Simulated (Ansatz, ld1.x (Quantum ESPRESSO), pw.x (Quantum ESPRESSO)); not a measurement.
## From atom to crystal: RRKJ potential for hydrogen

* Element: hydrogen (H)
* Generator: ld1.x (Quantum ESPRESSO) 7.5
* Type: norm-conserving RRKJ (Kleinman–Bylander form)
* Functional: PBEsol
* Relativity: scalar-relativistic
* Frozen core: none
* Valence charge: 1
* Reference configuration: 1s1
* Partial waves: 1s (bound): rc 1.40 bohr; 2p channel at 0.4 Ry: rc 1.05 bohr
* Local potential: the p channel
* Core correction: none
* rho0: 0.01

Crystal test: diamond H in pw.x 7.5, no spin, 15³ k-points, Fermi–Dirac smearing 0.01 Ry, cutoffs 110/440 Ry. The reference is all-electron LAPW (Ansatz 0.2.0) with the same functional, mesh and smearing; V0 and B0 come from Birch–Murnaghan fits to the pressures at five volumes. Errors are pseudo minus all-electron; Δ is the rms difference of the E(V) curves that follow from these fits, minima aligned, over ±6 % about the mean V0. Mesh and smearing are coarse, so the numbers serve the comparison and aren't converged zero-temperature values; the lattice is a test structure that the element need not adopt.

All-electron: a0 = 2.994 Å (V0 = 3.35 Å³/atom), B0 = 95.5 GPa.

Question: How far does the potential miss the all-electron equation of state?

Answer: mean pressure error (GPa): -1.87; a0 (Å): 2.974; a0 error (%): -0.67; B0 error (%): -0.7; Δ (meV/atom): 1.4. The largest radius (1.40 bohr) exceeds half the bond length (1.22 bohr), so the spheres overlap, which is one possible source of error among others. This is a poor potential for the solid.

```tsv
V (Å³/atom)	P all-electron (GPa)	P pseudo (GPa)
3.187	5.27	3.06
3.271	2.49	0.46
3.355	-0.03	-1.88
3.439	-2.30	-3.99
3.523	-4.34	-5.89
```

Question: At the middle volume, how do free energy and pressure move when the wave cutoff is lowered (ecutrho kept at four times it)?

Answer:

| cutoff (Ry) | shift of F (meV/atom) | shift of P (GPa) |
| --- | --- | --- |
| 50 | +535.5 | -25.78 |
| 66 | +184.8 | -34.34 |
| 88 | +5.4 | -3.30 |

The run at the middle volume (120 k-points, 7 iterations) took about 7.1 s on one core of a shared host (Neoverse-V2, 192 threads, 742 GiB, load 61).
